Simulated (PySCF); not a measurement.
MgCl⁺: from constants to spectrum

RHF-CCSD(T) constants of MgCl⁺, ¹Σ⁺ (singlet), closed shell (basis Mg pcseg-1, Cl pcseg-1; no relativity; PySCF 2.14; masses 23.9850 and 34.9689 u):

- ωe: 493.2 cm⁻¹
- ωexe: 1.93 cm⁻¹
- Be: 0.24825 cm⁻¹
- αe: 0.00144 cm⁻¹
- D (centrifugal): 2.52e-07 cm⁻¹
- De to Mg⁺ + Cl: 2.29 eV

Problem. Estimate the standard entropy (1 bar) and heat capacity of the ideal gas at 298.15 K, rigid rotor with B0 and harmonic oscillator at the fundamental.

Solution. Translation (Sackur–Tetrode, M = 58.95 u): 159.7 J/(mol K). Rotation: q = kT/(σB0) = 837 with σ = 1, 64.3. Vibration: x = hcν0/kT = 2.36, 2.87. S° = 226.8 J/(mol K); Cp = 7R/2 + 5.33 = 34.4 J/(mol K).

Correlated steps freeze 6 core orbitals. Correlated levels converge slowly with the basis: in double zeta they bind strong bonds too weakly, by up to about 1 eV, and carry superposition errors of some tenths. For an ion De counts to the pair picked by the measured ionisation energies or electron affinities, which need not be the lowest pair at this level. Where the molecule has an RHF reference, its open-shell atoms are computed with UHF.
